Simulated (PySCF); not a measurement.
Which determinant of NaO lies lowest?

Unrestricted PBE0; basis Na def2-TZVP, O def2-TZVP; no relativity; PySCF 2.14. Outer shells of the fragments: Na 3s1; O 2s2 2p4.

Followed along the bond (rough minima from three points):

```json
{"2Ms+1": "2", "unpaired": "π ↑", "⟨S²⟩ at the start": "0.76", "R at minimum (Å)": "2.05", "Te (eV)": "0.00"}
{"2Ms+1": "2", "unpaired": "σ ↑", "⟨S²⟩ at the start": "0.75", "R at minimum (Å)": "1.94", "Te (eV)": "0.29"}
{"2Ms+1": "4", "unpaired": "σ ↑, π ↑↑", "⟨S²⟩ at the start": "3.75", "R at minimum (Å)": "none in the scan", "Te (eV)": "≤ 2.64"}
```

Solutions found at the starting distance of 2.175 Å, counted from the lowest of them; the search is not exhaustive and high or unbound solutions are not listed, so other states can lie among these:

| 2Ms+1 | unpaired | term | E (eV) | ⟨S²⟩ | ⟨Lz²⟩ | μ (D) |
| --- | --- | --- | --- | --- | --- | --- |
| 2 | π ↑ | ²Π | 0.00 | 0.76 | 1.01 | -8.17 |
| 2 | σ ↑ | ²Σ⁺ | 0.42 | 0.75 | 0.00 | -8.67 |
| 4 | σ ↑, π ↑↑ | ⁴Σ⁻ | 2.72 | 3.75 | 0.00 | 2.09 |
| 2 | σ ↓, π ↑↑ | mixed | 2.78 | 1.75 | 0.00 | 2.48 |
| 4 | σ ↑↑, π ↑ | ⁴Π | 2.97 | 3.75 | 1.01 | 2.26 |
| 2 | σ ↑, π ↑↓ | mixed | 3.50 | 1.75 | 2.01 | 2.27 |
| 4 | π ↑↑↑ | ⁴Π | 4.35 | 3.75 | 1.00 | 0.57 |
| 4 | σ ↑, π ↑↑ | mixed | 4.64 | 3.75 | 2.01 | 0.61 |
| 4 | σ ↑, π ↑↑ | mixed | 4.71 | 3.75 | 2.00 | 0.77 |

A term symbol is given only where ⟨S²⟩ and ⟨Lz²⟩ are close to those of a pure state; real π, δ and φ orbitals otherwise mix terms. A positive dipole means Na(−)O(+).

Question: Compare the gap between the two lowest followed solutions at the starting distance with the gap between their minima.

Answer: At PBE0 the second solution (doublet, unpaired electrons σ ↑) lies +0.42 eV from the first (doublet, unpaired electrons π ↑) at 2.175 Å and +0.29 eV at the minima; the two curves relax by different amounts, since their minima lie near 1.94 and 2.05 Å.

The measured ground state is X ²Π (Huber and Herzberg, Constants of Diatomic Molecules (1979)).

Counting both spins, an empty level lies below a filled one in some of these solutions, because spin and occupation are held.
